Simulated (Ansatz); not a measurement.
Born–Oppenheimer molecular dynamics of C3H6 + Cl (10 atoms, charge -1, multiplicity 1). It starts from a relaxed structure.

Method: RKS PBE0/STO-3G (Ansatz).

| Quantity | Value |
| --- | --- |
| ensemble | NVE (velocity Verlet) |
| time step | 0.5 fs |
| steps asked | 600 |
| starting velocities drawn for | 400 K |
| seed | 497590 |

Frames 1 fs apart, positions in Å.

Velocities at 10.0 fs (Å/ps):

```
Cl 0.35 -0.13 -0.19
C 1.18 4.51 1.92
C 0.87 3.63 -3.50
C -0.62 -5.18 2.72
H 18.95 -15.27 10.73
H -18.79 -4.10 -11.78
H -21.01 -18.38 -4.48
H 9.94 5.84 -7.24
H -2.68 -9.02 -4.91
H -15.88 10.21 10.85
```

```xyz
10
Properties=species:S:1:pos:R:3 time_fs=10.0 energy_less_start_eV=0.215 T=193
Cl 0.162 0.386 -3.233
C 0.023 0.724 0.786
C 0.565 -0.247 -0.271
C -0.631 -0.610 0.566
H 0.414 0.934 1.783
H -0.434 1.584 0.288
H 1.509 -0.759 -0.098
H 0.381 0.064 -1.363
H -1.655 -0.697 0.189
H -0.368 -1.362 1.298
10
Properties=species:S:1:pos:R:3 time_fs=11.0 energy_less_start_eV=0.190 T=217
Cl 0.162 0.385 -3.233
C 0.025 0.729 0.788
C 0.566 -0.243 -0.275
C -0.631 -0.616 0.569
H 0.435 0.919 1.793
H -0.454 1.580 0.279
H 1.489 -0.779 -0.101
H 0.392 0.069 -1.371
H -1.656 -0.706 0.183
H -0.386 -1.353 1.313
10
Properties=species:S:1:pos:R:3 time_fs=12.0 energy_less_start_eV=0.177 T=230
Cl 0.163 0.385 -3.234
C 0.026 0.733 0.789
C 0.566 -0.238 -0.278
C -0.632 -0.621 0.571
H 0.460 0.904 1.797
H -0.475 1.575 0.277
H 1.472 -0.802 -0.101
H 0.404 0.073 -1.381
H -1.654 -0.714 0.175
H -0.406 -1.349 1.334
10
Properties=species:S:1:pos:R:3 time_fs=13.0 energy_less_start_eV=0.169 T=238
Cl 0.163 0.385 -3.234
C 0.027 0.737 0.789
C 0.566 -0.233 -0.281
C -0.633 -0.626 0.573
H 0.485 0.892 1.793
H -0.494 1.570 0.283
H 1.460 -0.826 -0.097
H 0.415 0.074 -1.390
H -1.649 -0.721 0.165
H -0.427 -1.349 1.361
10
Properties=species:S:1:pos:R:3 time_fs=14.0 energy_less_start_eV=0.173 T=234
Cl 0.163 0.385 -3.234
C 0.028 0.741 0.789
C 0.565 -0.227 -0.284
C -0.634 -0.632 0.575
H 0.508 0.882 1.780
H -0.510 1.565 0.298
H 1.450 -0.850 -0.090
H 0.426 0.074 -1.399
H -1.641 -0.726 0.155
H -0.450 -1.351 1.390
10
Properties=species:S:1:pos:R:3 time_fs=15.0 energy_less_start_eV=0.190 T=217
Cl 0.164 0.385 -3.235
C 0.028 0.743 0.789
C 0.565 -0.222 -0.286
C -0.634 -0.636 0.577
H 0.531 0.875 1.760
H -0.525 1.562 0.321
H 1.443 -0.868 -0.082
H 0.435 0.070 -1.407
H -1.632 -0.729 0.144
H -0.473 -1.351 1.415
10
Properties=species:S:1:pos:R:3 time_fs=16.0 energy_less_start_eV=0.209 T=199
Cl 0.164 0.385 -3.235
C 0.029 0.745 0.788
C 0.564 -0.218 -0.287
C -0.634 -0.641 0.579
H 0.552 0.873 1.736
H -0.537 1.563 0.349
H 1.434 -0.879 -0.071
H 0.441 0.065 -1.413
H -1.624 -0.729 0.133
H -0.496 -1.349 1.434
10
Properties=species:S:1:pos:R:3 time_fs=17.0 energy_less_start_eV=0.214 T=194
Cl 0.164 0.385 -3.235
C 0.029 0.744 0.786
C 0.563 -0.214 -0.288
C -0.634 -0.645 0.582
H 0.573 0.875 1.712
H -0.547 1.569 0.382
H 1.425 -0.880 -0.061
H 0.444 0.057 -1.418
H -1.617 -0.727 0.121
H -0.517 -1.343 1.443
10
Properties=species:S:1:pos:R:3 time_fs=18.0 energy_less_start_eV=0.202 T=206
Cl 0.165 0.385 -3.236
C 0.029 0.742 0.783
C 0.562 -0.211 -0.288
C -0.633 -0.648 0.585
H 0.596 0.881 1.691
H -0.557 1.581 0.417
H 1.416 -0.870 -0.050
H 0.444 0.046 -1.421
H -1.613 -0.721 0.109
H -0.537 -1.334 1.444
10
Properties=species:S:1:pos:R:3 time_fs=19.0 energy_less_start_eV=0.188 T=219
Cl 0.165 0.386 -3.236
C 0.029 0.738 0.779
C 0.561 -0.209 -0.287
C -0.632 -0.651 0.588
H 0.619 0.890 1.676
H -0.565 1.596 0.452
H 1.411 -0.851 -0.038
H 0.440 0.035 -1.422
H -1.610 -0.713 0.097
H -0.553 -1.326 1.440
10
Properties=species:S:1:pos:R:3 time_fs=20.0 energy_less_start_eV=0.183 T=224
Cl 0.165 0.386 -3.237
C 0.028 0.734 0.775
C 0.559 -0.209 -0.285
C -0.631 -0.652 0.590
H 0.643 0.901 1.665
H -0.570 1.613 0.487
H 1.411 -0.826 -0.025
H 0.433 0.021 -1.421
H -1.607 -0.702 0.088
H -0.565 -1.321 1.433
10
Properties=species:S:1:pos:R:3 time_fs=21.0 energy_less_start_eV=0.180 T=227
Cl 0.166 0.386 -3.237
C 0.027 0.729 0.771
C 0.557 -0.209 -0.284
C -0.630 -0.652 0.592
H 0.665 0.911 1.656
H -0.571 1.627 0.521
H 1.421 -0.797 -0.011
H 0.422 0.007 -1.419
H -1.603 -0.689 0.082
H -0.572 -1.324 1.429
```

Of the whole run (300 fs, mean temperature of the second half 200 K): The conserved energy stayed within 0.17 meV per atom of its start (net change 0.14 meV per atom), so the integration is sound. The temperature averaged 0.50 of the 400 K drawn at the start: a run that starts near a minimum puts about half its kinetic energy into the potential. A run of 0.3 ps of so small a system gives no equilibrium averages. Limits of this set-up: minimal basis, an anion without diffuse functions, the dipole of an ion depends on the origin.

Run time: 4 min on 1 thread of AMD EPYC 9R45 96-Core Processor (Zen 5), on a shared host, peak memory 0.12 GiB.
